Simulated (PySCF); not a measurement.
Functional dependence of a UV spectrum

Species: CH3NO.
Atom-mapped SMILES: `[CH3:1][N:2]=[O:3]` (hydrogens: H4, H5, H6 on C1)

Geometry (PBE0-D3(BJ)/def2-SVP, Å), atoms numbered from 1 in this order:
```
atom  x, y, z in Å
C1    -0.4087    0.0329    0.0426
N2     0.9211   -0.5612    0.2107
O3     1.7803   -0.0164   -0.4129
H4    -0.7509    0.3397    1.0439
H5    -1.0841   -0.7702   -0.2927
H6    -0.3944    0.8793   -0.6609
```

Linear-response calculations in the def2-SVPD basis (PySCF; singlets by full response, triplets Tamm–Dancoff, core orbitals frozen in the response; HF means time-dependent Hartree–Fock). 'Strongest' is the level of largest summed f among the singlets computed (10 roots, of which the last may lack a degenerate partner); it can jump between rows when another state enters that window. S1 is the lowest singlet of each run and needn't be the same state throughout; f(S1) is that of one state. Isolated species at its PBE0-D3(BJ)/def2-SVP geometry, gas phase.

| functional | kind | S1 (eV) | f(S1) | strongest (eV) | T1 (eV) | HOMO (eV) | gap (eV) | ionisation energy, ΔSCF (eV) |
| --- | --- | --- | --- | --- | --- | --- | --- | --- |
| LDA | LDA | 1.72 | 0.000 | 7.43 | 0.86 | -5.19 | 1.27 | 9.51 |
| PBE | GGA | 1.81 | 0.000 | 7.53 | 0.81 | -5.08 | 1.40 | 9.32 |
| B3LYP | global hybrid, 20% exact exchange | 1.82 | 0.000 | 8.18 | 0.84 | -6.53 | 3.87 | 9.62 |
| PBE0 | global hybrid, 25% exact exchange | 1.79 | 0.000 | 8.38 | 0.74 | -6.74 | 4.41 | 9.53 |
| BHandHLYP | global hybrid, 50% exact exchange | 1.82 | 0.000 | 9.06 | 0.80 | -8.43 | 7.56 | 9.68 |
| CAM-B3LYP | range-separated hybrid | 1.79 | 0.000 | 8.63 | 0.80 | -8.29 | 7.25 | 9.70 |
| wB97X-D | range-separated hybrid | 1.78 | 0.000 | 8.72 | 0.85 | -8.71 | 8.31 | 9.61 |
| HF | Hartree–Fock | 1.83 | 0.000 | 9.14 | 0.75 | -11.07 | 13.69 | not settled |

**Question.** What does LC-wPBE (range-separated hybrid) give?

**Answer.** S1 (eV) 1.73, f(S1) 0.000, strongest (eV) 9.16, T1 (eV) 0.69, HOMO (eV) -9.59, gap (eV) 9.88, ionisation energy, ΔSCF (eV) 9.70. S1 runs from 1.72 eV (LDA) to 1.83 eV (HF), a spread of 0.11 eV, while the orbital gap spreads over 12.4 eV. −ε(HOMO) comes closest to its own ΔSCF ionisation energy with LC-wPBE (-0.11 eV) and misses most with LDA (-4.32 eV). The lowest singlet of a reference set is 1A''(n→π*) at 1.96 eV (computed, theoretical best estimate (aug-cc-pVTZ, frozen core, CC3 geometry), gas; Veril, Scemama, Caffarel, Lipparini, Boggio-Pasqua, Jacquemin, Loos, WIREs Comput. Mol. Sci. 2021, 11, e1517 (QUESTDB)). The lowest computed singlet differs from it by HF -0.13, B3LYP -0.14, BHandHLYP -0.14, PBE -0.15, CAM-B3LYP -0.17, PBE0 -0.17, wB97X-D -0.18, LC-wPBE -0.23, LDA -0.24 eV; geometry and basis of the reference needn't be the same. The lowest triplet of a reference set is 3A''(n→π*) at 1.16 eV (computed, theoretical best estimate (aug-cc-pVTZ, frozen core, CC3 geometry), gas; Veril, Scemama, Caffarel, Lipparini, Boggio-Pasqua, Jacquemin, Loos, WIREs Comput. Mol. Sci. 2021, 11, e1517 (QUESTDB)). The lowest computed triplet differs from it by LDA -0.30, wB97X-D -0.31, B3LYP -0.32, PBE -0.35, CAM-B3LYP -0.36, BHandHLYP -0.36, HF -0.41, PBE0 -0.42, LC-wPBE -0.47 eV; geometry and basis of the reference needn't be the same. 'Not settled' means that the ion's SCF failed to converge or may have ended in another state than the lowest.
